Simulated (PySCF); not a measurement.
# Where CCSD(T) holds and where it slips

Each species is computed at the geometry given (Å), with frozen cores, in PySCF 2.14.0: RHF-CCSD(T) for singlets, UHF-CCSD(T) otherwise, and full CI in the same basis. The script picks the determinant by trial CCSD, so it needn't be the lowest Hartree–Fock solution. States: HBAl doublet A', Al2H quartet Σ⁻ or Δ, B2H quartet Σ⁻ or Δ, PH4⁺ singlet A. Cases whose determinant has another symmetry than full CI's state, or whose (Q) step broke down, weren't drawn.

Question: Judging by size, spin and bonding, rank them by the size of CCSD(T)'s error in total energy against full CI in the same basis, smallest first (an estimate).
A. PH4⁺, singlet, 6-31G: P 0.000 0.000 0.000; H 0.807 0.810 0.809; H -0.811 -0.806 0.809; H -0.806 0.807 -0.813; H 0.810 -0.811 -0.805
B. B2H, quartet, 6-31G: B 0.000 0.000 0.114; B 0.000 0.000 -1.406; H 0.000 0.000 1.292
C. Al2H, quartet, 6-31G: Al 0.000 0.000 -0.060; Al 0.000 0.000 -2.420; H 0.000 0.000 2.479
D. HBAl, doublet, 6-31G: B 0.000 -0.102 0.347; Al 0.000 -0.037 -1.993; H 0.000 0.138 1.646

Answer: A (6.8 meV), B (22.7 meV), D (36.7 meV), C (73.5 meV).

```csv
species,basis,correlated electrons,CCSD(T) − full CI (meV),CCSDT(Q) − full CI (meV),unpaired electrons (full CI),T1,⟨S²⟩ of the determinant
"PH4⁺, singlet",6-31G,8,6.8,0.1,0.03,0.004,0.00
"B2H, quartet",6-31G,7,22.7,–,3.02,0.017,3.76
"HBAl, doublet",6-31G,7,36.7,–,1.11,0.036,0.80
"Al2H, quartet",6-31G,7,73.5,–,3.27,0.073,4.16
```

Unpaired electrons are Σ n²(2−n)² over natural occupations; an open shell counts its own unpaired electrons too. Frozen cores follow each run's orbitals, which moves totals by a few meV. A dash: (Q) wasn't run for open shells.
